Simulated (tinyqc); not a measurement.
The basis set: RHF and MP2 along a ladder of basis sets, for CH3+, spin multiplicity 1. Computed by the program tinyqc with PySCF. 

Geometry (angstrom):
```
atom,x,y,z
C,0.0000,0.0000,0.0290
H,1.0250,0.0000,0.0000
H,-0.5120,0.8870,0.0000
H,-0.5120,-0.8870,0.0000
```

Same geometry throughout; the dipole is taken about the origin.

RHF and frozen-core MP2 in a ladder of bases:
```
basis,functions,E(RHF) (hartree),E(MP2 corr) (hartree),HOMO (eV),LUMO (eV),dipole (debye)
sto-3g,8,-38.754027,-0.036756,-27.4059,-7.2036,0.1058
3-21g,15,-39.002304,-0.064189,-26.8109,-7.9239,0.0961
6-31g,15,-39.209302,-0.061542,-26.7161,-7.8283,0.0965
6-31g**,29,-39.228752,-0.107506,-26.7181,-7.7545,0.1007
cc-pvdz,29,-39.225586,-0.102809,-26.6880,-7.8010,0.1066
aug-cc-pvdz,50,-39.226772,-0.105787,-26.6852,-7.9031,0.1051
cc-pvtz,72,-39.240514,-0.130392,-26.7144,-7.8581,0.1036
```

From cc-pVDZ to cc-pVTZ the RHF energy falls by 14.9 mhartree and the correlation energy by 27.6. If valence correlation converges as X^-3, (27 E(T) - 8 E(D))/19 gives -0.1420 hartree, a rough estimate from such small X that usually falls short; STO-3G holds about 26 % of it. Beyond STO-3G the LUMO moves by 0.2 eV and the HOMO by 0.1 eV.
